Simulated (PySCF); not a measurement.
Compound: C2HF2O (doublet state).
Z-matrix (Å and degrees, GFN2-xTB geometry), rows numbered from 1:
```
O 
C   1  1.2207
C   2  1.4139  1  124.73
F   3  1.3104  2  125.85  1     0.01
F   3  1.3171  2  122.78  1   180.00
H   2  1.1035  1  122.81  3   180.00
```

The hyperfine couplings belong to this conformer and change with its torsions.

Identity: `[C](C=O)(F)F` [radical].

Level of theory: UKS B3LYP, pcH-1 on C F H O, non-relativistic, mean-field spin-orbit, GIAO (PySCF). Isolated species at its GFN2-xTB geometry (one conformer only). Couplings are sensitive to structure, and on GFN2-xTB geometries they can be far from those on DFT ones. No stability test was run, so a lower SCF solution isn't excluded.

Problem. Break the g tensor into its mass correction, gauge correction and orbital-Zeeman/spin–orbit terms.

Solution. 
| Δg (ppt) | 1 | 2 | 3 |
| --- | --- | --- | --- |
| relativistic mass correction | -0.28 | -0.28 | -0.28 |
| gauge correction | -0.01 | 0.05 | 0.06 |
| orbital Zeeman/spin–orbit | -0.15 | 4.47 | 7.55 |
| total | -0.44 | 4.24 | 7.32 |

So g = 2.00188, 2.00656, 2.00964 and g_iso = 2.00603; the tensor is rhombic: the two nearest values differ by 40 % of g3 − g1. Axes: g1 is normal to the molecular plane, g2 points within 6° of the C3–F4 bond and g3 points within 15° of the O1–C2 bond.

Problem. What are the electron Larmor frequencies g μB B/h along the three axes at 1200 mT?

Solution. 33.6225, 33.7011, 33.7529 GHz for g1, g2 and g3, a range of 130.4 MHz.

Problem. What effective moment and Curie constant follow for a powder?

Solution. With the mean of g² = 4.0241 and S(S+1) = 0.75: μ_eff = √(⟨g²⟩S(S+1)) = 1.737 μB and χT = 0.12505·⟨g²⟩·S(S+1) = 0.377 cm³ K/mol (cgs; spin-Hamiltonian part alone).

Problem. In a frozen sample, at which fields do the three g values resonate at 9.5, 34, 94 and 263 GHz (hyperfine left aside), and which band first spreads them over more than twice a line width of 0.3 mT?

Solution. 
| band | GHz | B(g3) mT | B(g2) mT | B(g1) mT | spread mT |
| --- | --- | --- | --- | --- | --- |
| X | 9.5 | 337.75 | 338.27 | 339.06 | 1.31 |
| Q | 34.0 | 1208.78 | 1210.64 | 1213.47 | 4.69 |
| W | 94.0 | 3341.93 | 3347.07 | 3354.89 | 12.96 |
| J | 263.0 | 9350.30 | 9364.67 | 9386.56 | 36.26 |

The spread grows in proportion to the frequency. X band is the first where it exceeds 0.6 mT.

The largest Mulliken spin populations are on C3 (+0.60), O1 (+0.37) and C2 (-0.07). The angles at C3 add up to 360.0°, so it is planar.

The HOMO–LUMO gaps are 6.86 eV among the α and 4.08 eV among the β orbitals.
